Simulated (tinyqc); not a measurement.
Inside a calculation. Method: UHF in the sto-6g basis, for BH2, spin multiplicity 2. One step of it, computed by the program tinyqc.

Task: Iteration 9 (converged): orbitals. Diagonalise F' = X^T F X, C = X C', fill 4 alpha and 3 beta electrons from the bottom; D(s) = C_occ C_occ^T. Each column has its largest component positive (the first on a tie).

converged F(alpha) (hartree), order 1B 1s, 1B 2s, 1B 2px, 1B 2py, 1B 2pz, 2H 1s, 3H 1s:
$$\begin{pmatrix}
-7.481602 & -2.109129 & 0.000000 & 0.000000 & -0.004841 & -0.502711 & -0.502711 \\
-2.109129 & -1.062220 & 0.000000 & 0.000000 & 0.035823 & -0.536729 & -0.536729 \\
0.000000 & 0.000000 & 0.238016 & 0.000000 & 0.000000 & 0.000000 & 0.000000 \\
0.000000 & 0.000000 & 0.000000 & -0.199389 & 0.000000 & -0.346771 & 0.346771 \\
-0.004841 & 0.035823 & 0.000000 & 0.000000 & -0.217868 & -0.167902 & -0.167902 \\
-0.502711 & -0.536729 & 0.000000 & -0.346771 & -0.167902 & -0.370578 & -0.119278 \\
-0.502711 & -0.536729 & 0.000000 & 0.346771 & -0.167902 & -0.119278 & -0.370578
\end{pmatrix}$$

converged F(beta) (hartree), order 1B 1s, 1B 2s, 1B 2px, 1B 2py, 1B 2pz, 2H 1s, 3H 1s:
$$\begin{pmatrix}
-7.449446 & -2.086473 & 0.000000 & 0.000000 & -0.007375 & -0.496264 & -0.496264 \\
-2.086473 & -0.867807 & 0.000000 & 0.000000 & -0.195691 & -0.516405 & -0.516405 \\
0.000000 & 0.000000 & 0.290709 & 0.000000 & 0.000000 & 0.000000 & 0.000000 \\
0.000000 & 0.000000 & 0.000000 & -0.137231 & 0.000000 & -0.340191 & 0.340191 \\
-0.007375 & -0.195691 & 0.000000 & 0.000000 & 0.272969 & -0.155812 & -0.155812 \\
-0.496264 & -0.516405 & 0.000000 & -0.340191 & -0.155812 & -0.369530 & -0.111096 \\
-0.496264 & -0.516405 & 0.000000 & 0.340191 & -0.155812 & -0.111096 & -0.369530
\end{pmatrix}$$

X, order 1B 1s, 1B 2s, 1B 2px, 1B 2py, 1B 2pz, 2H 1s, 3H 1s:
$$\begin{pmatrix}
1.030313 & -0.160624 & 0.000000 & 0.000000 & -0.009246 & 0.023922 & 0.023922 \\
-0.160624 & 1.261101 & 0.000000 & 0.000000 & 0.098493 & -0.316838 & -0.316838 \\
0.000000 & 0.000000 & 1.000000 & 0.000000 & 0.000000 & 0.000000 & 0.000000 \\
0.000000 & 0.000000 & 0.000000 & 1.214303 & 0.000000 & -0.314153 & 0.314153 \\
-0.009246 & 0.098493 & 0.000000 & 0.000000 & 1.041576 & -0.134258 & -0.134258 \\
0.023922 & -0.316838 & 0.000000 & -0.314153 & -0.134258 & 1.242167 & -0.030377 \\
0.023922 & -0.316838 & 0.000000 & 0.314153 & -0.134258 & -0.030377 & 1.242167
\end{pmatrix}$$

Give: F' = X^T F X; orbital energies; coefficients C; F' = X^T F X; orbital energies; coefficients C; D(alpha) after iteration 9; D(beta) after iteration 9.

Result:

F' = X^T F X (alpha) (hartree):
$$\begin{pmatrix}
-7.313 & -1.092 & 0.000 & 0.000 & -0.030 & -0.067 & -0.067 \\
-1.092 & -0.343 & 0.000 & 0.000 & 0.205 & -0.391 & -0.391 \\
0.000 & 0.000 & 0.238 & 0.000 & 0.000 & 0.000 & 0.000 \\
0.000 & 0.000 & 0.000 & 0.186 & 0.000 & -0.428 & 0.428 \\
-0.030 & 0.205 & 0.000 & 0.000 & -0.134 & -0.197 & -0.197 \\
-0.067 & -0.391 & 0.000 & -0.428 & -0.197 & 0.052 & -0.056 \\
-0.067 & -0.391 & 0.000 & 0.428 & -0.197 & -0.056 & 0.052
\end{pmatrix}$$

orbital energies (alpha) (hartree): MO1 -7.484, MO2 -0.628, MO3 -0.459, MO4 -0.294, MO5 0.238, MO6 0.613, MO7 0.753

coefficients C (alpha), order 1B 1s, 1B 2s, 1B 2px, 1B 2py, 1B 2pz, 2H 1s, 3H 1s:
$$\begin{pmatrix}
0.994 & -0.231 & 0.000 & 0.095 & 0.000 & -0.195 & 0.000 \\
0.024 & 0.662 & 0.000 & -0.443 & 0.000 & 1.092 & 0.000 \\
0.000 & 0.000 & 0.000 & 0.000 & 1.000 & 0.000 & 0.000 \\
0.000 & 0.000 & 0.507 & 0.000 & 0.000 & 0.000 & 1.190 \\
0.002 & 0.010 & 0.000 & 0.858 & 0.000 & 0.629 & 0.000 \\
-0.004 & 0.320 & 0.441 & 0.221 & 0.000 & -0.838 & -0.845 \\
-0.004 & 0.320 & -0.441 & 0.221 & 0.000 & -0.838 & 0.845
\end{pmatrix}$$

F' = X^T F X (beta) (hartree):
$$\begin{pmatrix}
-7.282 & -1.102 & 0.000 & 0.000 & 0.000 & -0.065 & -0.065 \\
-1.102 & -0.126 & 0.000 & 0.000 & -0.042 & -0.394 & -0.394 \\
0.000 & 0.000 & 0.291 & 0.000 & 0.000 & 0.000 & 0.000 \\
0.000 & 0.000 & 0.000 & 0.266 & 0.000 & -0.437 & 0.437 \\
0.000 & -0.042 & 0.000 & 0.000 & 0.346 & -0.174 & -0.174 \\
-0.065 & -0.394 & 0.000 & -0.437 & -0.174 & 0.043 & -0.055 \\
-0.065 & -0.394 & 0.000 & 0.437 & -0.174 & -0.055 & 0.043
\end{pmatrix}$$

orbital energies (beta) (hartree): MO1 -7.452, MO2 -0.570, MO3 -0.442, MO4 0.291, MO5 0.315, MO6 0.633, MO7 0.806

coefficients C (beta), order 1B 1s, 1B 2s, 1B 2px, 1B 2py, 1B 2pz, 2H 1s, 3H 1s:
$$\begin{pmatrix}
0.995 & -0.200 & 0.000 & 0.000 & 0.150 & -0.190 & 0.000 \\
0.021 & 0.528 & 0.000 & 0.000 & -0.639 & 1.068 & 0.000 \\
0.000 & 0.000 & 0.000 & 1.000 & 0.000 & 0.000 & 0.000 \\
0.000 & 0.000 & 0.464 & 0.000 & 0.000 & 0.000 & 1.207 \\
0.003 & 0.161 & 0.000 & 0.000 & 0.794 & 0.689 & 0.000 \\
-0.004 & 0.383 & 0.471 & 0.000 & 0.208 & -0.814 & -0.829 \\
-0.004 & 0.383 & -0.471 & 0.000 & 0.208 & -0.814 & 0.829
\end{pmatrix}$$

D(alpha) after iteration 9, order 1B 1s, 1B 2s, 1B 2px, 1B 2py, 1B 2pz, 2H 1s, 3H 1s:
$$\begin{pmatrix}
1.051 & -0.171 & 0.000 & 0.000 & 0.081 & -0.057 & -0.057 \\
-0.171 & 0.634 & 0.000 & 0.000 & -0.373 & 0.114 & 0.114 \\
0.000 & 0.000 & 0.000 & 0.000 & 0.000 & 0.000 & 0.000 \\
0.000 & 0.000 & 0.000 & 0.257 & 0.000 & 0.224 & -0.224 \\
0.081 & -0.373 & 0.000 & 0.000 & 0.735 & 0.193 & 0.193 \\
-0.057 & 0.114 & 0.000 & 0.224 & 0.193 & 0.346 & -0.043 \\
-0.057 & 0.114 & 0.000 & -0.224 & 0.193 & -0.043 & 0.346
\end{pmatrix}$$

D(beta) after iteration 9, order 1B 1s, 1B 2s, 1B 2px, 1B 2py, 1B 2pz, 2H 1s, 3H 1s:
$$\begin{pmatrix}
1.030 & -0.085 & 0.000 & 0.000 & -0.029 & -0.081 & -0.081 \\
-0.085 & 0.279 & 0.000 & 0.000 & 0.085 & 0.202 & 0.202 \\
0.000 & 0.000 & 0.000 & 0.000 & 0.000 & 0.000 & 0.000 \\
0.000 & 0.000 & 0.000 & 0.216 & 0.000 & 0.219 & -0.219 \\
-0.029 & 0.085 & 0.000 & 0.000 & 0.026 & 0.062 & 0.062 \\
-0.081 & 0.202 & 0.000 & 0.219 & 0.062 & 0.368 & -0.075 \\
-0.081 & 0.202 & 0.000 & -0.219 & 0.062 & -0.075 & 0.368
\end{pmatrix}$$
